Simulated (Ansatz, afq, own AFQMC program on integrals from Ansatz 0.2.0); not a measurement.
AFQMC, coupled cluster and functionals along a coordinate of BCl3, singlet

```
atom    x (Å)    y (Å)    z (Å)
   B   0.0000   0.0000   0.0000
  Cl   1.7373   0.0131  -0.0001
  Cl  -0.8800   1.4980  -0.0026
  Cl  -0.8573  -1.5111   0.0027
```

The B1–Cl4 distance is changed with both sides rigid. Energies in kcal/mol count from this geometry (1.737 Å) at the same level; the start stands on RHF, each point on the determinant named.

Basis cc-pVDZ. Noble-gas cores (and the filled d shells of Ga–Kr and In–Xe) are frozen. Ansatz 0.2.0 and our own AFQMC program on the same integrals; the CISD trial comes from CCSD amplitudes, and released means the phaseless constraint is let go. Uncertainties: one standard error, sampling alone.

Cautions, each for one point or more: CCSDT(Q) on the RHF determinant differs, by its state or its frozen core; CCSDT(Q) on the RHF determinant differs, so the two series follow different states; higher spins were not checked; released walk and highest rung disagree; restricted determinant unstable towards unrestricted; strong correlation; the determinant is a saddle point among determinants of its kind; unrestricted determinant spin contaminated; walk and cluster series may follow different spin states.

| r(B1–Cl4) / Å | det. | T1 | weight | ⟨S²⟩ | B3LYP | PBE | CCSD(T) |
| --- | --- | --- | --- | --- | --- | --- | --- |
| 1.408 | RHF | 0.010 | 0.82 | pure | 62.9 | 62.9 | 66.4 |
| 2.086 | RHF | 0.013 | 0.81 | pure | 16.8 | 16.4 | 17.9 |
| 2.782 | RHF | 0.023 | 0.78 | pure | 71.4 | 69.3 | 74.7 |
| 3.841 | UHF‡¶ | 0.017 | 0.82 | 0.99 | 105.0§ | 105.3§ | 110.3 |
| 5.987 | UHF‡¶ | 0.014 | 0.82 | 1.01 | 112.4§ | 113.7§ | 112.3 |

Estimate the curve of CCSDT(Q), counted from the same start.


| r(B1–Cl4) / Å | det. | T1 | weight | ⟨S²⟩ | CCSDT(Q) | ph-AFQMC/CISD | released AFQMC |
| --- | --- | --- | --- | --- | --- | --- | --- |
| 1.408 | RHF | 0.010 | 0.82 | pure | 66.5 | 66.4 ± 0.2 | – |
| 2.086 | RHF | 0.013 | 0.81 | pure | 17.7 | 17.7 ± 0.2 | 17.7 ± 0.3 |
| 2.782 | RHF | 0.023 | 0.78 | pure | 73.9 | 74.3 ± 0.4 | 74.1 ± 0.4* |
| 3.841 | UHF‡¶ | 0.017 | 0.82 | 0.99 | 109.1 | 108.0 ± 0.3 | 107.7 ± 0.5* |
| 5.987 | UHF‡¶ | 0.014 | 0.82 | 1.01 | 112.2 | 112.5 ± 0.2 | – |

Weight is that of the determinant in the CISD state; at the start T1 is 0.012 and the weight 0.82. ¶ marks points with a poor determinant and no full CI, where no value is sure; they don't count among the departures. An asterisk marks released energies that aren't shown to be converged. A double dagger marks points where the walks on two determinants ended up to 15.6 kcal/mol apart; the lower is shown. A dash marks a missing value, a released energy that hasn't settled or a functional that sits on another state. § marks a functional whose ⟨S²⟩ is too high by over 0.1. Largest departures from CCSDT(Q), at the points where its series has closed: CCSD(T) 0.8 kcal/mol at 2.782 (on RHF), ph-AFQMC/CISD 0.4 kcal/mol at 2.782 (on RHF) (within the noise), B3LYP -3.6 kcal/mol at 1.408, PBE -4.6 kcal/mol at 2.782. Functionals count only at points shown to share the start's state and spin. In this small basis the wave-function levels are far from their limit, so their gap to the functionals isn't the functionals' error.

CCSDT and higher add their correlation energy to the determinant of the CCSD(T) run, since their own runs factorise the integrals more tightly (a shift of under 2 meV). A walk keeps the symmetry of its determinant, which the program's search chose and which needn't be the lowest solution, so a lower state of the same spin and another symmetry isn't excluded.
